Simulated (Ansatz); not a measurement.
System: 1T (CdI2-type) PtS2. Method: HSE06-D3(BJ) (PAW; Ansatz, an electronic-structure program).

Run with plane-wave cutoff 500 eV, 12×12×6 k mesh (along the axes of the cell as run), Fermi–Dirac smearing 0.05 eV, scalar-relativistic PAW data made under PBE.

Computed at the level's own relaxed cell.

Q: Estimate the equilibrium volume per atom, lattice parameter a and lattice parameter c that the calculation returns.

A: 
equilibrium volume per atom: 16.91 Å³/atom
lattice parameter a: 3.534 Å
lattice parameter c: 4.690 Å

Measured, for comparison: lattice constant a 3.542 Å (temperature not stated, no zero-point or thermal correction; as tabulated in Björkman (2014), arXiv:1406.2436); lattice parameter c 5.036 Å (temperature not stated, zero-point anharmonic expansion removed (computed with revB86b-DF2); no thermal correction; as tabulated in Björkman (2014), arXiv:1406.2436). Computed (rounded) less measured: lattice constant a -0.2 %, lattice parameter c -6.9 %.

Note: exact exchange on metals is sensitive to the k mesh and can open a false gap.

Spin–orbit coupling is not included.

Computed values are for the static lattice.
